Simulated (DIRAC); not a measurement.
# PBE38/6-31G(d,p) (Levy-Leblond, spherical functions, uncontracted yes) run of OH−

Aim: the energy change on altering one bond length of OH− at PBE38/6-31G** (Levy-Leblond, spherical functions, uncontracted yes), from 2 runs. 

The results are computed with DIRAC 26.1 (patched).

16 further runs of the same task are left out: 16 set aside as unsound or not needed.

### 1 The structure to begin with

OH− has 2 atoms, charge -1, and is taken as a singlet. Geometry: optimised at B3LYP/X2C-1eSO.

Bond lengths: O1–H2 0.971 Å.

### 2 The energy at PBE38/6-31G(d,p) (Levy-Leblond, spherical functions, uncontracted yes)

mol.mol

```
INTGRL
HO

C   2 -1           A
        8.    1
O         0.00000000      0.00000000      0.00000000
LARGE BASIS 6-31G-star-star
        1.    1
H         0.00000000      0.00000000      0.97051744
LARGE BASIS 6-31G-star-star
FINISH
```

dft.inp

```
**DIRAC
.TITLE
 HO, Levy-Leblond
.WAVE FUNCTION
.PROPERTIES
**HAMILTONIAN
.LEVY-LEBLOND
.DFT
PBE38
**INTEGRALS
*READIN
.UNCONTRACT
**WAVE FUNCTION
.SCF
**PROPERTIES
.DIPOLE
*END OF INPUT
```

Started as:

```bash
$ pam --inp=dft.inp --mol=mol.mol --noarch --mw=122 --aw=276
```

Output:

```text
[...]
   for large components
[...]
 Ordinary (field-free non-relativistic) Hamiltonian integrals not calculated.
[...]
Full group is:  C(oo,v)
Represented as: C2v
[...]
 * Kohn-Sham calculation using the xc functional: PBE38
[...]
   Total charge of atoms =   9
[...]
 * Number of fermion irreps: 1
[...]
 WARNING : linear symmetry is not implemented for spinfree yet
           continue calculation in lower symmetry
[...]
It.    1    -39.35806143343      0.00D+00  0.00D+00  0.00D+00               0.00341600s   Atom. scrpot
[...]
It.   10    -75.65337835648      3.14D-12  1.86D-06  9.22D-08   DIIS   8    0.05800000s   LL
[...]
* Convergence after   10 iterations.
[...]
                                   TOTAL ENERGY
                                   ------------
   Charge of molecule : -1
   Electronic energy                        :    -80.015399593677515
   Other contributions to the total energy
   Nuclear repulsion energy                 :      4.362021237198994
[...]
   Total energy                             :    -75.653378356478527
[...]
  * Closed shell, f = 1.0000
   -18.94355703943  ( 2)       -0.57461561872  ( 2)       -0.04428691982  ( 2)
  * Virtual eigenvalues, f = 0.0000
     0.44807070692  ( 2)        1.08777594155  ( 2)        1.30738460154  ( 2)        1.56135223439  ( 2)        2.30712432105  ( 2)
     2.69205440379  ( 2)        3.84361088049  ( 2)        5.18206230364  ( 2)        6.47892876082  ( 2)        7.95134856385  ( 2)
[...]
  * Closed shell, f = 1.0000
     0.10370960567  ( 2)
  * Virtual eigenvalues, f = 0.0000
     1.29574001920  ( 2)        2.04535477620  ( 2)        3.10499589045  ( 2)        5.85575620754  ( 2)       29.36205266483  ( 2)
[...]
  * Closed shell, f = 1.0000
     0.10370960567  ( 2)
  * Virtual eigenvalues, f = 0.0000
     1.29574001920  ( 2)        2.04535477620  ( 2)        3.10499589045  ( 2)        5.85575620754  ( 2)       29.36205266483  ( 2)
[...]
* HOMO - LUMO gap:
    E(LUMO) :     0.44807071 au (symmetry A1 )
  - E(HOMO) :     0.10370961 au (symmetry B1 )
  ------------------------------------------
    gap     :     0.34436110 au
[...]
* Dipole moment:
          Electronic               Nuclear                  Total
          contribution             contribution             contribution
----------------------------------------------------------------------------
x         0.00000000 Debye         0.00000000 Debye         0.00000000 Debye
y         0.00000000 Debye         0.00000000 Debye         0.00000000 Debye
z        -1.07359597 Debye         2.17478074 Debye         1.10118477 Debye
----------------------------------------------------------------------------
[...]
```

Wall time 0.72 s (1 thread of Arm Neoverse V2, shared host).

### 3 The distorted shape

HO.mol

```
DIRAC
HO
6-31G**
C   2 -1 0         A
        8.    1
O        -0.03257400      0.01621100      0.02529000
LARGE BASIS 6-31G-star-star
        1.    1
H         0.02982800     -0.02856300      0.89978500
LARGE BASIS 6-31G-star-star
FINISH
```

scf.inp

```
# energy
**DIRAC
.TITLE
 HO
.WAVE FUNCTION
.PROPERTIES
**HAMILTONIAN
.LEVY-LEBLOND
.DFT
PBE38
**INTEGRALS
*READIN
.UNCONTRACT
**WAVE FUNCTION
.SCF
**PROPERTIES
.DIPOLE
*END OF
```

Started as:

```bash
$ pam --inp=scf.inp --mol=HO.mol --noarch --mw=122 --aw=276
```

Output:

```text
[...]
   for large components
[...]
 Ordinary (field-free non-relativistic) Hamiltonian integrals not calculated.
[...]
 * Kohn-Sham calculation using the xc functional: PBE38
[...]
   Total charge of atoms =   9
[...]
 * Number of fermion irreps: 1
[...]
It.    1    -39.32114346460      0.00D+00  0.00D+00  0.00D+00               0.00476400s   Atom. scrpot
[...]
It.   10    -75.64437547012     -5.40D-13  6.51D-07  5.48D-08   DIIS   8    0.18400000s   LL
[...]
* Convergence after   10 iterations.
[...]
                                   TOTAL ENERGY
                                   ------------
   Charge of molecule : -1
   Electronic energy                        :    -80.466798253175142
   Other contributions to the total energy
   Nuclear repulsion energy                 :      4.822422783057292
[...]
   Total energy                             :    -75.644375470117851
[...]
  * Closed shell, f = 1.0000
   -18.92408001332  ( 2)       -0.59677113466  ( 2)       -0.04583989648  ( 2)        0.10766238372  ( 4)
  * Virtual eigenvalues, f = 0.0000
     0.46488969792  ( 2)        1.14959681953  ( 2)        1.30066734186  ( 4)        1.32177300012  ( 2)        1.58792062091  ( 2)
     2.06944318171  ( 4)        2.31018694143  ( 4)        2.79032481301  ( 2)        3.22497578993  ( 4)        4.03255256764  ( 2)
[...]
* HOMO - LUMO gap:
    E(LUMO) :     0.46488970 au (symmetry A  )
  - E(HOMO) :     0.10766238 au (symmetry A  )
  ------------------------------------------
    gap     :     0.35722731 au
[...]
* Dipole moment:
          Electronic               Nuclear                  Total
          contribution             contribution             contribution
----------------------------------------------------------------------------
x         1.33991494 Debye        -1.10840673 Debye         0.23150820 Debye
y        -0.61743689 Debye         0.48572408 Debye        -0.13171281 Debye
z        -4.36338568 Debye         5.29363593 Debye         0.93025025 Debye
----------------------------------------------------------------------------
[...]
```

Run time: 1.9 s. Hardware: 1 thread of Arm Neoverse V2, shared host.

### 4 Outcome

Level: PBE38/6-31G** (Levy-Leblond, spherical functions, uncontracted yes).

| quantity | value |
| --- | --- |
| first shape: total energy | -75.65338 Eh |
| first shape: HOMO energy | 2.82 eV |
| first shape: LUMO energy | 12.19 eV |
| first shape: HOMO–LUMO gap (to an unbound level, set by the basis) | 9.37 eV |
| distorted shape: total energy | -75.64438 Eh |
| distorted shape: HOMO energy | 2.93 eV |
| distorted shape: LUMO energy | 12.65 eV |
| distorted shape: HOMO–LUMO gap (to an unbound level, set by the basis) | 9.72 eV |
| energy change with the O1–H2 bond shortened from 0.971 to 0.878 Å | 0.245 eV |

What this shows: With the O1–H2 bond shortened from 0.971 to 0.878 Å the energy rises by 0.24 eV (23.6 kJ/mol). The first shape isn't relaxed at this level, so the change isn't measured from a minimum. The HOMO (first shape) lies at positive energy, 2.82 eV; only total energies tell whether the electron is bound. The HOMO (distorted shape) lies at positive energy, 2.93 eV; only total energies tell whether the electron is bound.
